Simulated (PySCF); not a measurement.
Compound: P₄.
Atom-mapped SMILES: `[p:1]12[p:2]3[p:3]1[p:4]23`

A GFN2-xTB structure was refined with PBE0-D3(BJ)/def2-SVP geometry optimisation, gas phase (PySCF 2.14.0). Its GFN2-xTB values:

```
coordinate  GFN2-xTB
     P1–P2   2.218 Å
     P1–P4   2.173 Å
  P2–P1–P3     59.1°
```

Problem. How do these coordinates change at the PBE0-D3(BJ)/def2-SVP level?

Solution. 
| coordinate | PBE0-D3(BJ)/def2-SVP (Å or °) | change |
| --- | --- | --- |
| P1–P4 | 2.201 | +0.028 |
| P1–P2 | 2.201 | -0.017 |
| P2–P1–P3 | 60.0 | +0.9 |

The energy falls by 1.4 kJ/mol over 4 energy and gradient evaluations, the largest force component goes from 0.0074 to 1.8e-04 Eh/bohr, and the atoms move by 0.020 Å rms after alignment. The bond that changes most is P1–P4 (both ends ring phosphorus), which lengthens by 0.028 Å. Bonds longer at the end by more than 0.005 Å: 3 of 6; shorter: 3.

The run used 72 basis functions and 24 SCF cycles in all.

No PBE0-D3(BJ)/def2-SVP frequencies stand behind this structure, so it isn't proved a minimum.
